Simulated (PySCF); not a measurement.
Compound: chloroacetonitrile, C2H2ClN.
Numbering: `[N:1]#[C:2][CH2:3][Cl:4]` (hydrogens: H5, H6 on C3)

Geometry (PBE0-D3(BJ)/def2-SVP, Å), atoms numbered from 1 in this order:
```
atom  x, y, z in Å
N1     2.1527    0.3329   -0.0035
C2     1.0202    0.0988   -0.0061
C3    -0.4018   -0.2064   -0.0093
Cl4   -1.3978    1.2683   -0.0628
H5    -0.6629   -0.7679    0.8988
H6    -0.6473   -0.8218   -0.8862
```

Level: PBE0/pcSseg-1 and CAM-B3LYP/def2-SVPD in PySCF, non-relativistic, on one gas-phase PBE0-D3(BJ)/def2-SVP geometry that isn't relaxed in the solvent. The solvent is an IEF-PCM continuum (van der Waals radii × 1.2). Only the electrostatic response of the medium enters.

Gas phase at PBE0/pcSseg-1: HOMO -9.30 eV, LUMO -0.98 eV, dipole 3.27 D.

**Question.** What does the continuum do to the energy, the frontier levels and the dipole at PBE0/pcSseg-1 in cyclohexane and tetrahydrofuran?

**Answer.** 
```json
{"solvent": "cyclohexane", "ε": "2.017", "E(solvent) − E(gas) (kcal/mol)": "-2.65", "polarisation term (kcal/mol)": "-2.88", "distortion of the solute (kcal/mol)": "0.23", "HOMO (eV)": "-9.19", "LUMO (eV)": "-0.89", "dipole (D)": "3.64"}
{"solvent": "tetrahydrofuran", "ε": "7.426", "E(solvent) − E(gas) (kcal/mol)": "-5.57", "polarisation term (kcal/mol)": "-6.62", "distortion of the solute (kcal/mol)": "1.05", "HOMO (eV)": "-9.09", "LUMO (eV)": "-0.81", "dipole (D)": "4.05"}
```

Polarisation term: ½ Σ q·V over the induced surface charges. Distortion: the rise of the solute's own energy as its density leaves the gas-phase optimum. From cyclohexane to tetrahydrofuran the lowering changes by a factor 2.10, Onsager's factor (ε − 1)/(2ε + 1) by 2.01 and ε itself by 3.7.

**Question.** Which radius a makes the point-dipole formula ΔE = −[(ε − 1)/(2ε + 1)]·μ²/a³ give the value in tetrahydrofuran, with the gas-phase dipole?

**Answer.** μ = 1.288 au and |ΔE| = 0.00887 Eh give a = 2.24 Å; the farthest nucleus lies 2.17 Å from the centroid of the nuclei. The formula assumes a rigid point dipole at the centre of a sphere.

**Question.** Which ESP-fitted charges (PBE0/pcSseg-1) respond most in cyclohexane (means over atoms taken as equivalent)?

**Answer.** 
| atoms | environment | gas (e) | solvent (e) | change |
| --- | --- | --- | --- | --- |
| N1 | nitrile nitrogen | -0.451 | -0.487 | -0.036 |
| C3 | sp3 C–Cl carbon | -0.526 | -0.500 | +0.026 |
| Cl4 | alkyl chlorine | -0.038 | -0.054 | -0.016 |
| C2 | nitrile carbon | +0.502 | +0.517 | +0.015 |
| H5/H6 | methylene hydrogen | +0.256 | +0.262 | +0.006 |

**Question.** Which Mayer bond orders change most in cyclohexane?

**Answer.** 
```json
{"bond": "C3–Cl4", "length (Å)": "1.780", "gas": "1.019", "solvent": "1.008", "change": "-0.011"}
{"bond": "N1–C2", "length (Å)": "1.157", "gas": "3.029", "solvent": "3.036", "change": "+0.007"}
{"bond": "C3–H5", "length (Å)": "1.099", "gas": "0.914", "solvent": "0.909", "change": "-0.005"}
{"bond": "C3–H6", "length (Å)": "1.099", "gas": "0.914", "solvent": "0.909", "change": "-0.005"}
{"bond": "C2–C3", "length (Å)": "1.454", "gas": "0.981", "solvent": "0.984", "change": "+0.003"}
```

**Question.** How do the nuclear quadrupole coupling constants eQVzz/h respond in cyclohexane?

**Answer.** 
| nucleus | Q (barn) | gas (MHz) | solvent (MHz) | η gas | η solvent |
| --- | --- | --- | --- | --- | --- |
| 14N at N1 | 0.02044 | -4.66 | -4.51 | 0.13 | 0.14 |
| 35Cl at Cl4 | -0.0817 | -86.03 | -85.16 | 0.03 | 0.03 |

Gas phase at CAM-B3LYP/def2-SVPD: HOMO -10.76 eV, LUMO 0.00 eV, dipole 3.33 D.

**Question.** What does the continuum do to the energy, the frontier levels and the dipole at CAM-B3LYP/def2-SVPD in cyclohexane and tetrahydrofuran?

**Answer.** 
```csv
solvent,ε,E(solvent) − E(gas) (kcal/mol),polarisation term (kcal/mol),distortion of the solute (kcal/mol),HOMO (eV),LUMO (eV),dipole (D)
cyclohexane,2.017,-2.77,-3.02,0.25,-10.64,0.11,3.73
tetrahydrofuran,7.426,-5.84,-7.00,1.16,-10.53,0.19,4.19
```

**Question.** How does the static polarisability (CAM-B3LYP/def2-SVPD, frozen core, with the continuum's full static response) change?

**Answer.** 
```json
{"medium": "gas", "isotropic (au)": "42.2", "principal values (au)": "33.0, 38.5, 55.1", "⟨r²⟩ of the electrons (bohr²)": "399.6"}
{"medium": "cyclohexane", "isotropic (au)": "46.7", "principal values (au)": "36.4, 42.6, 61.2", "⟨r²⟩ of the electrons (bohr²)": "400.2"}
{"medium": "tetrahydrofuran", "isotropic (au)": "52.3", "principal values (au)": "41.1, 47.9, 67.9", "⟨r²⟩ of the electrons (bohr²)": "400.7"}
```

The isotropic value in tetrahydrofuran is 1.24 times the gas-phase one; no cavity-field correction is applied. ⟨r²⟩ is taken about the centre of nuclear charge.
